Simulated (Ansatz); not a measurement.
Gas-phase electronic energies from Ansatz, PBE0-D4/def2-TZVP geometries. CCSD(T)/CBS adds triple-zeta CCSD(T) − MP2 to the extrapolated MP2 energy (def2 sets, frozen cores). This one scheme is used for every species. DFT in def2-TZVPP. One conformer a species, not always the lowest.

Consider the formal exchange of groups at a C–F bond: `COC(F)OC` + CH₄ → `COC(C)OC` + H–F.

`COC(F)OC`:

```xyz
13

C    -0.560    1.030    1.655
O    -0.124    0.882    0.320
C     0.751   -0.153    0.131
F     1.956    0.137    0.700
O     0.988   -0.327   -1.197
C    -0.124   -0.830   -1.907
H     0.258    1.347    2.307
H    -0.983    0.093    2.039
H    -1.335    1.795    1.651
H     0.381   -1.075    0.617
H     0.219   -1.024   -2.922
H    -0.482   -1.769   -1.466
H    -0.943   -0.107   -1.929
```

CH₄:

Z-matrix (Å, degrees):
```
C
H 1 1.090
H 1 1.090 2 109.5
H 1 1.090 2 109.5 3 -120.0
H 1 1.090 2 109.5 3 120.0
```

`COC(C)OC`:

Cartesian coordinates in Å:
```
C -1.665 0.965 -1.185
O -0.279 1.124 -0.996
C 0.311 0.089 -0.295
C 1.803 0.309 -0.315
O -0.203 0.089 1.019
C -0.120 -1.150 1.667
H -1.997 1.791 -1.813
H -1.886 0.017 -1.695
H -2.205 0.991 -0.235
H 0.047 -0.881 -0.762
H 2.175 0.291 -1.340
H 2.027 1.280 0.129
H 2.316 -0.468 0.254
H -0.609 -1.944 1.084
H -0.633 -1.050 2.623
H 0.918 -1.453 1.860
```

H–F:

Cartesian coordinates in Å:
```
F -0.321 -0.323 0.063
H 0.321 0.323 -0.063
```

| level | ΔE (kJ/mol) |
| --- | --- |
| PBE0-D4 | 10.5 |
| ωB97M-V | 14.0 |
| SCS-MP2/def2-QZVPP | 0.7 |
| MP2/CBS(def2) | -8.2 |

(1) What does CCSD(T)/CBS give? (Best estimate.)

Largest T1 diagnostic among the species: 0.011.

## Answers

(1) Computed: -0.5 kJ/mol. The listed levels differ from it by 11.0, 14.5, 1.2, -7.7 kJ/mol.

The D4 term adds −8.1 kJ/mol with B3LYP and −4.6 kJ/mol with PBE0; it sums over pairs of atoms, weighted by their polarisabilities, and B3LYP, whose exchange is more repulsive, gets the larger term. In def2-TZVPP, CCSD(T) changes the Hartree–Fock value by −25.2 kJ/mol (the triples alone add −1.7 kJ/mol) and MP2 by −32.9 kJ/mol.

B3LYP here is the variant with VWN-RPA as its local correlation; programs differ in this.
